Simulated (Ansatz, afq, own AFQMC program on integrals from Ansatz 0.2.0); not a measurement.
Integrals from Ansatz 0.2.0, then the random walk in our own AFQMC program (afq).

```yaml
crystal:
  periodic: [false, false, false]
  atoms:
    - {symbol: Si, position_ang: [0.000000, 0.000000, 1.430200]}
    - {symbol: Ge, position_ang: [0.000000, 0.000000, -0.615800]}
    - {symbol: H, position_ang: [0.000000, 1.233043, 2.263916]}
    - {symbol: H, position_ang: [0.000000, -1.233043, 2.263916]}
basis:
  gaussian: {orbitals: cc-pVDZ}
magnetization: {spin_polarized: true, initial_magnetization: 0}
correlation: {method: ccsd_t, electrons: outside_noble_gas, hamiltonian_folder: ham}
```

```sh
$ ansatz run in.yaml --threads 1 --pin off --events-out ev --progress --plain --max-ram 1382MiB
```

Options of the walk:

```
--method phaseless --trial cisd --walkers 70 --populations 1 --least-time 40 --time-step 0.005 --steps-per-block 50 --equilibration-blocks 28 --max-blocks 300 --target-error 0.00038 --factor-cut 1e-05 --start spin_pure --seed 3303 --release-times 0.24,0.51,0.99,1.62,2.4 --release-step 0.03 --release-every 4 --taylor-order 6
```

Times are imaginary, in 1/Eh. The walk had a cap of 536 s. Filled inner d shells are frozen with the cores.

Log:

```
orbitals 36  electrons 5 5  factors 280 of 598
reference energy -2365.33764745 Eh
CCSD correlation -0.20001193 Eh in 12 cycles, weight of the determinant in the CISD state 0.8520
energy of the start -2365.537659 Eh
 block  time / (1/Eh)  mean weight  energy / Eh
     1     0.250  0.9998  -2365.534397
     2     0.500  0.9999  -2365.534697
     3     0.750  0.9989  -2365.537216
     4     1.000  0.9974  -2365.538417
     5     1.250  1.0017  -2365.541497
    10     2.500  0.9992  -2365.540562
    31     7.750  1.0000  -2365.544130
    56    14.000  1.0009  -2365.548144
    81    20.250  0.9983  -2365.539728
   106    26.500  0.9996  -2365.545402
   131    32.750  0.9999  -2365.552525
   151    37.750  1.0008  -2365.553702
   156    39.000  0.9994  -2365.546958
   181    45.250  0.9996  -2365.541519
   206    51.500  1.0005  -2365.541010
   231    57.750  0.9987  -2365.543167
   236    59.000  0.9998  -2365.544105
blocks merged  error / Eh  count
     1  0.000202  210
     2  0.000248  105
     4  0.000315  52
     8  0.000332  26
    16  0.000409  13
released: time / (1/Eh)  energy / Eh  error  mean overlap
  0.24  -2365.545447  0.000467  1.0024
  0.51  -2365.545174  0.000404  1.0147
  0.99  -2365.545640  0.000445  1.0317
  1.62  -2365.546815  0.000519  1.0252
  2.40  -2365.546611  0.000629  1.0183
energy -2365.544938 +/- 0.000332 Eh
(rows thinned)
```

The run passed its tests (sampling time, drift between the halves within three errors, error under three times the target), which doesn't prove that it has relaxed.

Against this walk (error 9.0 meV) on the same determinant: CCSD(T) 1.6 meV lower (within the noise), CCSDT(Q) 49.0 meV lower. The error is statistical and leaves out the bias of the constraint. Released to 2.40 1/Eh the energy lies 46 ± 19 meV (both errors) below the phaseless value, which shows part or all of the bias of the constraint, and CCSDT(Q) lies 3.5 meV below the released value. CCSDT(Q) is the surest value here, so the walk's 49 meV above it is most likely the bias of the constraint with this trial, which can have either sign.

Cautions: constraint bias not in the error; no relativity below Rb; no spin-orbit coupling; inner d shell frozen; an unrestricted solution with more broken spin lies lower (26 meV, ⟨S²⟩ 0.25), while this determinant keeps restricted orbitals.

The walk took 5.8 min on 1 thread of Arm Neoverse V1, on a shared host. The log's last line is the phaseless energy.

CCSDT and higher add their correlation energy to the determinant of the CCSD(T) run, since their own runs factorise the integrals more tightly (a shift of under 2 meV). A walk keeps the symmetry of its determinant, which the program's search chose and which needn't be the lowest solution, so a lower state of the same spin and another symmetry isn't excluded.
